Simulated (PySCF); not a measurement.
Homolysis of single bonds, series C NH2-SH. Isolated molecules, 0 K electronic values unless said otherwise. One relaxed conformer stands for each flexible species; it need not be the lowest. Strings in code marks are SMILES.

Method: B3LYP-D3(BJ)/def2-TZVP // PBE0-D4/def2-TZVP in PySCF. B3LYP has the VWN-RPA correlation part, as in Gaussian. 

```csv
species,highest occupied spin orbital (eV)
whole molecule (`SC(N)(S)N`),–
radical fragment (`[C](N)(S)S`),-4.35
radical fragment (`[NH2]`),-8.44
radical fragment (`S[C](N)N`),-3.99
radical fragment (`[SH]`),___
whole molecule (`SC(S)(S)N`),–
radical fragment (`S[C](S)S`),-4.80
whole molecule (`SC(S)(S)S`),–
```

Q: Fill in the missing entries.

A: 
- radical fragment (`[SH]`), highest occupied spin orbital (eV): -7.17
